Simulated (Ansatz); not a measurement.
Input file:

```yaml
crystal:
  periodic: [false, false, false]
  atoms:
    - {symbol: B, position_ang: [-1.354088, 0.000000, 0.000000]}
    - {symbol: H, position_ang: [-1.950821, 1.033571, 0.000000]}
    - {symbol: H, position_ang: [-1.950821, -1.033571, 0.000000]}
    - {symbol: H, position_ang: [-0.018088, 0.000000, 0.000000]}
    - {symbol: O, position_ang: [1.161912, 0.000000, 0.000000]}
basis:
  gaussian: {orbitals: aug-cc-pVDZ}
magnetization: {spin_polarized: false, initial_magnetization: 2}
hamiltonian: {pseudopotentials: {relativity: none}}
correlation: {active_space: {ras: {orbitals: [5, 2, 64], electrons: 12, max_holes: 2, max_particles: 2}, fixed_orbitals: true}}
output: {forces: true}
```

```sh
$ ansatz run in.yaml --threads 1 --pin off --events-out ev --progress --plain --max-ram 2393MiB
```

Output:

```
698 factors; integrals over basis functions are off by at most 1.1e-3 eV
mean field evaluation 1: about -2741.4511 eV, gradient 3.7e1 eV
mean field evaluation 2: about -2741.4506 eV, gradient 3.7e1 eV
mean field evaluation 4: about -2750.8020 eV, gradient 7.6e0 eV
mean field evaluation 8: about -2751.5557 eV, gradient 5.5e-1 eV
mean field evaluation 16: about -2751.5654 eV, gradient 9.6e-7 eV
mean field evaluation 32: about -2751.5206 eV, gradient 9.4e-7 eV
mean field evaluation 64: about -2751.5635 eV, gradient 3.8e-2 eV
mean field evaluation 96: about -2751.5208 eV, gradient 8.7e-2 eV
mean field -2751.56543381 eV, -101.1181646143 hartree, gradient 9.6e-7 eV, S^2 2.000000; 9 other end points of the search recorded, 0 dependent functions left out
reference -2751.56543381 eV, -101.1181646143 hartree; 9, 7 occupied and 64, 66 virtual orbitals, 698 factors
Error: with vectors over 236912 determinants and the model space of their search the run needs 2.60 GiB of the host's memory, and 2.33 GiB are given
refused for memory
```

The run gave no result to rely on (out of memory).

Ran on 1 thread of Arm Neoverse V2, shared host: 2.5 s wall, 0.18 GiB peak host memory.
